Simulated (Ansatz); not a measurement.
```yaml
crystal:
  periodic: [false, false, false]
  atoms:
    - {symbol: W, position_ang: [-0.165360, 0.010509, -0.000350]}
    - {symbol: O, position_ang: [1.765167, -0.167815, 0.003999]}
    - {symbol: H, position_ang: [2.141168, 0.746998, 0.000438]}
basis:
  gaussian: {orbitals: def2-TZVP}
magnetization: {spin_polarized: true, initial_magnetization: 1}
hamiltonian: {xc: pbe0}
relax: {f_tol: 0.004, max_steps: 80}
```

```sh
$ ansatz run in.yaml --threads 1 --pin off --events-out ev --progress --plain --max-ram 2176MiB
```

Steps of the relaxation (energy above the last step; positions in Å, forces in eV/Å):

```
3
step 1, 142.2 meV
W    -0.165    0.011    0.000    2.132   -0.299    0.005
O     1.765   -0.168    0.004   -1.977    1.201   -0.009
H     2.141    0.747    0.000   -0.155   -0.902    0.004
```

```
3
step 2, 14.5 meV
W    -0.124    0.005    0.000    0.356   -0.129    0.001
O     1.726   -0.150    0.004   -0.427    0.421   -0.003
H     2.140    0.734    0.000    0.071   -0.291    0.001
```

```
3
step 3, 4.0 meV
W    -0.124   -0.003    0.000   -0.101   -0.055    0.000
O     1.710   -0.135    0.004    0.026    0.167   -0.001
H     2.155    0.728    0.001    0.075   -0.112    0.001
```

```
3
step 6, 0.0 meV
W    -0.140   -0.017    0.000    0.000    0.000    0.000
O     1.697   -0.116    0.004    0.000    0.000    0.000
H     2.184    0.722    0.001    0.000    0.000    0.000
```

Close pairs at the end: O2–H3 0.969 Å, W1–O2 1.840 Å, W1–H3 2.438 Å.

A stationary point of unrestricted PBE0 after 6 steps, with ⟨S²⟩ = 2.103 against 0.75 for a pure state; no frequencies were run, so it isn't proven a minimum. 100 s on 1 thread of Arm Neoverse V2, shared host.
